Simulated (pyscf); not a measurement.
HO–Si(OH)(OH)–F + H₂O → H₂O + HO–Si(OH)(OH)–F (four-centre exchange; singlet surface; O–Si, H–O broken, H–O, O–Si formed). PySCF, gas phase, ωB97X-D3(BJ)/def2-SVP geometries. Energies in eV from the separated reactants.

```tsv
level	barrier	reaction energy
ωB97X-D3(BJ)/def2-TZVP	0.97	0.00
B3LYP-D3(BJ)/def2-TZVP	1.01	0.00
PBE0-D3(BJ)/def2-TZVP	?	0.00
M06-2X/def2-TZVP	?	0.00
ωB97M-D3(BJ)/def2-TZVP	0.96	0.00
HF/def2-TZVP	1.78	0.00
```

### Question
Fill in the missing entries.

### Answer

- PBE0-D3(BJ)/def2-TZVP, barrier: 0.88
- M06-2X/def2-TZVP, barrier: 0.92

The functionals in the table span 0.13 eV in this barrier, from PBE0-D3(BJ) to B3LYP-D3(BJ). On the reactant side the descent ends in an adduct with a O–Si contact, 0.02 eV under the separated species and 0.98 eV under the saddle at ωB97X-D3(BJ)/def2-TZVP. On the product side the descent ends in an adduct with a O–Si contact, 0.17 eV under the separated species and 1.14 eV under the saddle at ωB97X-D3(BJ)/def2-TZVP. What is counted as formed (O–Si) is already present as a longer contact in the reactant adduct; forming that adduct is a step of its own. What is counted as broken (O–Si) persists as a longer contact in the product adduct; parting that adduct is a step of its own. One saddle was located; it need not be the lowest between these sides.
